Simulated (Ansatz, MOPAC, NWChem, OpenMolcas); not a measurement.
## A ladder of methods for AlNH3O (SMILES [NH2][Al][OH])

The runs start from one conformer, not always the lowest.

AlNH3O, doublet, SMILES `[NH2][Al][OH]`. Each level relaxes the structure for itself.

Each level gives the zero-point energy at each level's own minimum (kJ/mol). The values are calculated.

```csv
level,kind,program,value (kJ/mol)
AM1,semi-empirical,MOPAC,106.6
MNDO,semi-empirical,MOPAC,107.6
MNDOD,semi-empirical,MOPAC,104.5
PM7-HH,semi-empirical,MOPAC,91.6
UHF/3-21G,Hartree–Fock,OpenMolcas,106.7
UHF/6-31G* (spherical functions),Hartree–Fock,NWChem,107.4
UHF/6-31G* (Cartesian functions),Hartree–Fock,OpenMolcas,107.7
UBP86-D3(BJ)/def2-SVP,GGA,NWChem,96.2
UPBE0-D4/def2-TZVP,global hybrid,Ansatz,100.8
```

Harmonic and unscaled. The values span 91.6 to 107.7 kJ/mol.
